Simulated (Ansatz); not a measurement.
PH$_{4}$, doublet: stretch scan

Starting geometry (PBE0/def2-TZVP stationary point for this spin, not checked as a minimum):

```yaml
atoms:
  - { symbol: P, position_ang: [0.0456, 0.0000, 0.0000] }
  - { symbol: H, position_ang: [0.1616, 0.0000, -1.5147] }
  - { symbol: H, position_ang: [-0.8626, 1.0782, 0.0000] }
  - { symbol: H, position_ang: [-0.8626, -1.0782, 0.0000] }
  - { symbol: H, position_ang: [0.1616, 0.0000, 1.5147] }
```

From there H3 moves along the line of the two atoms named below, all else staying in place; atoms are numbered as listed. Energies are in kJ/mol, counted from the starting geometry at the same level.

Basis 6-31G; Ansatz 0.2.0. Only valence electrons are correlated (noble-gas cores frozen). Prefix R: restricted or restricted open-shell reference; prefix U: unrestricted.

Unrestricted rows (U) aren't spin-pure: their determinants' ⟨S²⟩ exceeds S(S+1) by up to 0.61, so they mix in states of higher spin. Coupled cluster chose its determinant by trial CCSD, here up to 0.09 eV above the lowest Hartree–Fock solution of its kind. For open shells CISD and CISDTQ are restricted-active-space CI with the open shells as a complete middle space.

Full CI is exact within this basis and frozen core; it isn't the basis-set limit. The frozen core follows each run's orbitals, which can shift R against U totals by a few meV.

| distance P1-H3 (Å) | full CI | unpaired electrons (full CI) | error RHF | error RCCSD | error UCCSD | error RCCSDT | error CISDTQ | error UCCSDT(Q) |
| --- | --- | --- | --- | --- | --- | --- | --- | --- |
| 1.106 | 194.6 | 1.03 | -15.2 | -0.4 | -0.4 | 0.0 | -0.1 | 0.0 |
| 1.285 | 30.5 | 1.03 | -7.0 | -0.2 | -0.2 | 0.0 | 0.0 | 0.0 |
| 1.410 | 0.0 | 1.03 | 0.0 | 0.0 | 0.0 | 0.0 | 0.0 | 0.0 |
| 1.539 | 4.4 | 1.04 | 8.2 | 0.3 | 0.3 | 0.0 | 0.1 | 0.0 |
| 1.715 | 38.5 | 1.05 | 21.0 | 1.0 | 1.0 | 0.1 | 0.2 | 0.0 |
| 1.944 | 98.3 | 1.10 | 41.4 | 2.4 | 2.5 | 0.1 | 0.4 | 0.0 |
| 2.201 | 161.8 | 1.23 | 70.1 | 5.3 | 6.7 | 0.3 | 0.7 | 0.0 |
| 2.559 | 216.2 | 1.31 | -0.4 | 5.9 | 5.8 | 0.7 | 0.9 | 0.2 |
| 3.133 | 217.5 | 1.07 | -15.6 | 0.5 | 0.9 | 0.2 | 0.1 | 0.1 |
| 3.774 | 214.9 | 1.06 | -17.3 | 0.4 | 0.6 | 0.2 | 0.0 | 0.0 |
| 4.874 | 214.2 | 1.06 | -17.6 | 0.3 | 0.6 | 0.2 | 0.0 | 0.0 |

Unpaired electrons are Σ n²(2−n)² over natural occupations. Errors are those of relative energies. In total energy the starting point itself misses full CI by: RHF 269.1, RCCSD 4.2, UCCSD 4.0, RCCSDT 0.2, CISDTQ 0.4, UCCSDT(Q) 0.0 kJ/mol.

Spread of the error over the points with a reference, to 4.874 Å (largest less smallest): UCCSDT(Q) 0.2, RCCSDT 0.8, CISDTQ 0.9, RCCSD 6.3, UCCSD 7.2, RHF 87.8 kJ/mol.

Going outwards, the relative energy of UCCSD first misses by more than 4.2 kJ/mol (1 kcal/mol) at 2.201 Å.
